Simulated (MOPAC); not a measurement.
MOPAC input (MNDO):

```
MNDO 1SCF CHARGE=-1 GEO-OK AUX(PRECISION=9) THREADS=1
C3H7

C    -0.10644814 1    0.00012443 1    0.65826033 1
C    -0.01250920 1    1.23540580 1   -0.20866068 1
C    -0.01309094 1   -1.23546271 1   -0.20828770 1
H     0.75140505 1    0.00002762 1    1.35496915 1
H     0.06818934 1    2.15573248 1    0.38660255 1
H     0.06717427 1   -2.15564754 1    0.38725335 1
H     0.85621810 1    1.26051106 1   -0.94069973 1
H    -0.90284048 1    1.36033553 1   -0.84804432 1
H    -0.90348099 1   -1.36016621 1   -0.84763366 1
H     0.85562439 1   -1.26119803 1   -0.94031908 1
```

Problem. What heat of formation does the run end on, and which ionisation energy by Koopmans theorem?

Solution. 21.80 kcal/mol; 0.64 eV.
